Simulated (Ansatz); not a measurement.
Competing steps

Reactants: SiH₄O ([OH][SiH3]) + CH₃ (brackets give SMILES or just the links). Saddle points were found for several chosen steps; others may exist. Gas-phase electronic energies, without zero-point energy, by CCSD(T) at an estimated basis limit (MP2 extrapolated from triple and quadruple zeta, plus CCSD(T) − MP2 in triple zeta); Ansatz 0.2.0, def2-TZVPP and QZVPP, frozen cores, open shells unrestricted and without spin–orbit coupling, on PBE0-D4/def2-TZVP structures. Extrapolation: Hartree–Fock as exp(−7.88 √X), correlation as X^−2.97. No counterpoise correction.

(1) Rank the steps by the energy of their saddle points, lowest first, and give each saddle's height above the lowest. (Judge from chemistry; the value comes from the calculation.)
A. hydrogen abstraction, to SiH₃O ([O][SiH3]) + CH₄ (breaks or loosens H–O; forms C–H)
B. hydrogen abstraction, to SiH₃O ([OH][SiH2]) + CH₄ (breaks or loosens H–Si; forms C–H)

(2) Does the lowest of these saddles lead to the lowest end structure (the products still in contact)? (Judge from chemistry; the calculation decides.)

The T1 diagnostic stays at or below 0.023. ⟨S²⟩ of the unrestricted Hartree–Fock references: 0.75 to 0.78 (a pure state has 0.75).

For scale, one of the runs: CCSD(T)/def2-TZVPP, 202 basis functions, launched by `ansatz run in.yaml --threads 4 --pin off --events-out ev --progress --plain --max-ram 9574MiB`. Hardware: 4 CPU threads of an Arm Neoverse V1, shared host. Wall time 2.7 min; peak host memory 6.5 GiB.

Answers

(1) The calculation gives: B (0.00 kcal/mol), A (9.54 kcal/mol). Heights count from the lowest.

The lowest of these saddles lies at 9.83 kcal/mol relative to the separated reactants.

(2) Computed: Yes. Relative to the separated reactants, the ends lie at -16.00 (SiH₃O ([OH][SiH2]) + CH₄); 13.12 (SiH₃O ([O][SiH3]) + CH₄) kcal/mol.
